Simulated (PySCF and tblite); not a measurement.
Results of a calculation; reference values are marked as such.
1,4-dimethoxybenzene, C8H10O2, numbered as in [CH3:1][O:2][c:3]1[cH:4][cH:5][c:6]([O:7][CH3:8])[cH:9][cH:10]1.

Geometries PBE0-D3(BJ)/def2-SVP; weights from CAM-B3LYP-D3(BJ)/def2-SVPD (IEF-PCM, chloroform) energies and GFN2-xTB thermal corrections, with symmetry numbers and mirror pairs. Conformers within 3 kcal/mol (GFN2-xTB free energy) were kept, 7 at most. Couplings: B3LYP/pcSseg-1 with pcJ-1 on H (gas phase; spin-dipole term only for pairs with B, N, F, Si or P). Couplings are for ¹H. Programs: PySCF with density fitting and tblite.

Torsions listed: C1–O2–C3–C4, C5–C6–O7–C8.

| conformer | shape | weight % |
| --- | --- | --- |
| 1 | 180°, 180° | 58.5 |
| 2 | 1°, 179° | 41.5 |

Problem. Give the couplings in each conformer and the averages at 298.15 K (pairs that fast motion interchanges averaged).

Solution. 
```json
{"coupling": "²J(H1,H1)", "pairs": "6", "1": "-11.6", "2": "-11.6", "average (Hz)": "-11.6"}
{"coupling": "³J(H4,H5)", "pairs": "2", "1": "10.0", "2": "10.1", "average (Hz)": "10.0"}
{"coupling": "⁴J(H4,H10)", "pairs": "2", "1": "2.7", "2": "2.8", "average (Hz)": "2.7"}
```
